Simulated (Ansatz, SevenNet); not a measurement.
Voigt–Reuss–Hill bulk modulus (GPa) of solids drawn from the class of elemental solids other than molecular ones, at two levels: the machine-learned potential SevenNet-l3i5 (trained on PBE and PBE+U data), and r²SCAN in Ansatz (plane waves, PAW).

```csv
solid,SevenNet-l3i5,r²SCAN,shift (%)
hcp Ru,315,338,+7.3
hcp Zr,92.8,95.1,+2.5
hcp Be,135,125,-7.4
hcp Tc,290,320,+10.3
hcp Re,356,388,+9.0
hcp Y,39.9,40.7,+2.0
hcp Mg,36.9,39.6,+7.3
double-hcp La,27.9,22.8,-18.3
hcp Sc,57.9,55.0,-5.0
hcp Zn,61.8,79.6,+29
```

The shifts run from -18.3 % to +29 %, with a median of +4.9 %.

Over all 10 rows r²SCAN is the larger in 7.

Ansatz's runs of these crystals have no spin polarisation. Meta-GGA and hybrid levels favour moments, which can bear on hcp Y, hcp Sc.

Spin–orbit coupling is left out, also for the solids with elements from indium on (hcp Re, double-hcp La); its size isn't shown.

Each level is taken at its own relaxed cell. Ansatz's density-functional and Hartree–Fock values are scalar-relativistic unless marked +SOC, with PAW data made under PBE.

Ansatz is an electronic-structure program.
